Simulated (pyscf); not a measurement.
`[NH2][SiH2][Si]([NH2])([SiH3])[SiH3]` + `[H][H]` → `[NH2][Si]([SiH3])([SiH3])[SiH3]` + `[NH3]`, a four-centre exchange (singlet surface; N–Si, H–H broken, H–Si, H–N formed). PySCF, gas phase, ωB97X-D3(BJ)/def2-SVP geometries. Energies in kcal/mol from the separated reactants.

Small-basis levels: PySCF, no dispersion term, spherical d functions. Cost: rough CPU time at the saddle relative to B3LYP/6-31G*, from one job on a shared machine.

```csv
level,barrier,reaction energy,cost
HF/3-21G,65.1,+8.7,0.06
HF/6-31G*,68.1,-0.7,0.1
MP2/6-31G*,60.3,+7.1,0.1
B3LYP/3-21G,47.9,+10.7,0.7
B3LYP/6-31G*,50.9,+2.5,1
M06-2X/6-31G*,50.5,+6.6,2
B3LYP/6-311+G**,49.9,-0.8,2
PBE/def2-SVP,37.7,+2.3,2
B3LYP/def2-SVP,46.6,+1.6,1
ωB97M-D3(BJ)/def2-TZVP,47.5,+4.3,–
```

Against the last row the barrier runs from -9.8 (PBE/def2-SVP) to +20.6 kcal/mol (HF/6-31G*). ωB97M-D3(BJ)/def2-TZVP has limits of its own. On the product side the descent ends in a complex (not fully relaxed), 7.1 kcal/mol under the separated species and 50.7 kcal/mol under the saddle at ωB97X-D3(BJ)/def2-TZVP. At the saddle there is also a short H–Si contact that neither side keeps. H₂N–Si(SiH₃)(SiH₃)–SiH₃ lies 12.7 kcal/mol over its isomer H₃Si–NH–SiH(SiH₃)–SiH₃ (electronic energy, ωB97M-D3(BJ)/def2-TZVP). One saddle was located; it need not be the lowest between these sides.
